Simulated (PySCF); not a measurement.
# BS at other levels of theory

Starting from one script, swap the method and compare what comes out for BS.

Computed with PySCF 2.14.0. Level: each script names its method and basis.

2 further runs of the same task are left out: 2 that didn't finish.

## 1. The starting structure

BS: 2 atoms, charge 0, spin multiplicity 2.

Bond lengths: B1–S2 1.701 Å.

## 2. The base run

Input file input.py:

```python
from pyscf import gto, scf

mol = gto.M(
    atom='B 0 0 0; S 0 0 1.701',
    basis='def2-svpd',
    charge=0,
    spin=1,
    verbose=3,
)
mf = scf.UHF(mol)
mf.kernel()
mf.nuc_grad_method().kernel()
mf.dip_moment()
print('orbital energies (hartree):', [e[max(0, n-3):n+3].round(4) for e, n in zip(mf.mo_energy, mol.nelec)])
```

Command:

```console
$ OMP_NUM_THREADS=1 python input.py
```

The log of this run is left out.

It gives: E(SCF) = -422.019367 Eh, ⟨S²⟩ = 0.885, μ = 1.74 D, gradient on the second atom 0.0705 Eh/bohr.

The bond length is a typed value, not an optimised one.

## 3. Slater, (UKS)

Variant 1 changes functional: none (Hartree–Fock) → slater,; SCF type: UHF → UKS; step after the SCF: gradient → analyze.

Input file input.py:

```python
from pyscf import gto, dft

mol = gto.M(
    atom='B 0 0 0; S 0 0 1.701',
    basis='def2-svpd',
    charge=0,
    spin=1,
    verbose=3,
)
mf = dft.UKS(mol, xc='slater,')
mf.kernel()
mf.analyze()
print('orbital energies (hartree):', [e[max(0, n-3):n+3].round(4) for e, n in zip(mf.mo_energy, mol.nelec)])
```

Command:

```console
$ OMP_NUM_THREADS=1 python input.py
```

## 4. CASCI (ROHF)

Variant 2 changes step after the SCF: gradient → casci; SCF type: UHF → ROHF; active space: none → 7 electrons in 8 orbitals.

Input file input.py:

```python
from pyscf import gto, scf, mcscf

mol = gto.M(
    atom='B 0 0 0; S 0 0 1.701',
    basis='def2-svpd',
    charge=0,
    spin=1,
    verbose=3,
)
mf = scf.ROHF(mol)
mf.kernel()
mc = mcscf.CASCI(mf, 8, 7)
mc.kernel()
mc.analyze()
mf.dip_moment()
print('orbital energies (hartree):', mf.mo_energy[..., max(0, mol.nelec[1]-3):mol.nelec[0]+3].round(4))
```

## 5. ROHF

Variant 3 changes SCF type: UHF → ROHF.

Input file input.py:

```python
from pyscf import gto, scf

mol = gto.M(
    atom='B 0 0 0; S 0 0 1.701',
    basis='def2-svpd',
    charge=0,
    spin=1,
    verbose=3,
)
mf = scf.ROHF(mol)
mf.kernel()
mf.nuc_grad_method().kernel()
mf.dip_moment()
print('orbital energies (hartree):', mf.mo_energy[..., max(0, mol.nelec[1]-3):mol.nelec[0]+3].round(4))
```

## 6. CCSD(T)

Variant 4 changes step after the SCF: gradient → ccsd(t); frozen orbitals: none → 6.

input.py: that of step 2 with these lines changed.

```diff
@@ -1,2 +1,2 @@
-from pyscf import gto, scf
+from pyscf import gto, scf, cc
 
@@ -11,3 +11,5 @@
 mf.kernel()
-mf.nuc_grad_method().kernel()
+mycc = cc.CCSD(mf, frozen=6)
+mycc.kernel()
+mycc.ccsd_t()
 mf.dip_moment()
```

Q: Predict the outcome of this session. Wanted: for each run, E(SCF); from base; gap, α spin; SCF dipole; after the SCF.

As calculated:

```
                        run  E(SCF) (hartree)  from base (eV)  gap, α spin (eV)  SCF dipole (D)                               after the SCF
                       base       -422.019367               0             11.79            1.74                                         n/a
slater, (UKS) (poor choice)       -419.640084  not comparable              4.29            0.93                                         n/a
               CASCI (ROHF)       -422.014836         +0.1233               n/a            2.03                 CASCI correlation -0.808 eV
                       ROHF       -422.014836         +0.1233               n/a            2.03                                         n/a
                    CCSD(T)       -422.019367          0.0000             11.79            1.74  CCSD(T) correlation -6.041 eV, core frozen
```

In words: Total energies of different functionals can't be compared with each other; differences within one functional can. Rows marked «poor choice» come from settings spoiled on purpose.
